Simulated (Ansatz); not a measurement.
Geometry optimisation, Ansatz, RKS PBE-D4/def2-SVP.

Input file:

```yaml
crystal:
  periodic: [false, false, false]
  atoms:
    - { symbol: B, position_ang: [-1.32441, -0.42628, -0.5552] }
    - { symbol: Si, position_ang: [0.30926, 0.36151, -0.68736] }
    - { symbol: S, position_ang: [1.22435, 0.61249, 1.28519] }
    - { symbol: H, position_ang: [-1.97212, -1.37681, -0.44287] }
    - { symbol: H, position_ang: [1.20068, 1.20048, -1.47084] }
    - { symbol: H, position_ang: [0.56225, -0.37139, 1.87108] }
basis:
  gaussian: { orbitals: def2-SVP }
hamiltonian:
  xc: pbe
  dispersion: d4
relax:
  f_tol: 0.02
  max_steps: 40
```

Command:

```bash
$ ansatz run input.yaml --threads 1 --pin off --max-ram 2048MiB --backend cpu --events-out ev --progress --plain --runs-dir out
```

Task: Where does it end, and by what steps?

Result: It converged. After 21 steps the energy has fallen by 1.268 eV; Si2 moved furthest, 0.97 Å. Joined: B1–S3.

```tsv
step	energy less start (eV)	largest force component (eV/Å)	accepted
0	0.0000	1.086	yes
1	-0.1975	0.555	yes
2	-0.2452	1.227	yes
3	-0.3132	0.505	yes
4	-0.3226	0.511	yes
5	-0.3335	0.993	yes
6	-0.4300	0.195	yes
7	-0.4276	1.017	no
8	-0.4592	0.224	yes
9	-0.4921	0.225	yes
10	-0.5467	0.353	yes
11	-0.6714	0.505	yes
12	-0.9241	0.709	yes
13	-1.0821	0.739	yes
14	-0.9355	2.373	no
15	-1.1901	0.374	yes
16	-1.2318	0.255	yes
17	-1.2488	0.433	yes
18	-1.2609	0.250	yes
19	-1.2666	0.062	yes
20	-1.2676	0.035	yes
21	-1.2678	0.015	yes
```

```xyz
6
Properties=species:S:1:pos:R:3
B -0.750 -0.308 -0.279
Si 0.945 -0.149 -1.207
S 0.290 0.523 1.090
H -1.793 -0.866 -0.029
H 0.812 1.353 -1.491
H 0.496 -0.552 1.916
```

Whether the end is a true minimum wasn't checked by a vibrational analysis.

Run time: 47 s on 1 thread of Intel(R) Xeon(R) Processor @ 2.70GHz (shared host), peak memory 0.14 GiB.
